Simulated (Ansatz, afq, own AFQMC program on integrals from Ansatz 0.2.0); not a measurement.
**AlB⁺, doublet: AFQMC among the cluster methods**

```xyz
2

B     0.0000    0.0000    0.0000
Al    0.0000    0.0000    2.0234
```

Basis cc-pVDZ. Noble-gas cores (and the filled d shells of Ga–Kr and In–Xe) are frozen. Ansatz 0.2.0 and our own AFQMC program on the same integrals; the CISD trial comes from CCSD amplitudes, and released means the phaseless constraint is let go. Error bars are statistical, one sigma.

Determinant: UHF, the one that the program's search chose, which needn't be the lowest solution. The geometry is a PBE0/def2-TZVP stationary point of this or a neighbouring charge and spin state.

Full CI on the same integrals is exact in this basis and with this determinant's frozen core.

Cautions: strong correlation (T1 0.113, weight of the determinant 0.74, largest double 0.23); (T) is large, 6 % of the CCSD correlation; unrestricted determinant spin contaminated (⟨S²⟩ 1.52 against 0.75); CCSD(T) is in doubt: in a space of 5 electrons in 8 natural orbitals full CI lies 82 meV below it; the released energies have errors that jump between times, so the bars are unsure, so no released level is given (meV from the phaseless value at times in 1/Eh: -8 ± 7 at 0.24, -22 ± 7 at 0.51, -79 ± 52 at 0.99, -40 ± 6 at 1.62, -43.4 ± 2.0 at 2.40); the ph-AFQMC/CISD walk drifts between its halves (3.0 errors).

The T1 diagnostic is 0.1129. The weight of the determinant in the CISD state is 0.743 and the ⟨S²⟩ of the determinant is 1.516. The size of the correlated space is 5 electrons in 26 orbitals.

| level | correlation energy (eV) |
| --- | --- |
| MP2 | -1.4791 |
| CCSD | -2.4644 |
| CCSD(T) | -2.6207 |

**Question.** Estimate where full CI lies against CCSD(T) on the same integrals.

**Answer.** 4.80 mEh below CCSD(T).

Reference: full CI, correlation energy -2.751 eV. The cautions show a poor starting determinant, so the rows tell how each method copes with it here, and full CI is the sure value.

```
        level  E − E(reference) (mEh)  share of correlation (%)
      CCSD(T)                    4.80                     95.25
        CCSDT                    0.53                     99.47
     CCSDT(Q)                   -0.01                    100.01
       CCSDTQ                    0.01                     99.99
ph-AFQMC/CISD             1.83 ± 0.08                     98.19
```

CCSDT and higher add their correlation energy to the determinant of the CCSD(T) run, since their own runs factorise the integrals more tightly (a shift of under 2 meV). A walk keeps the symmetry of its determinant, which the program's search chose and which needn't be the lowest solution, so a lower state of the same spin and another symmetry isn't excluded.
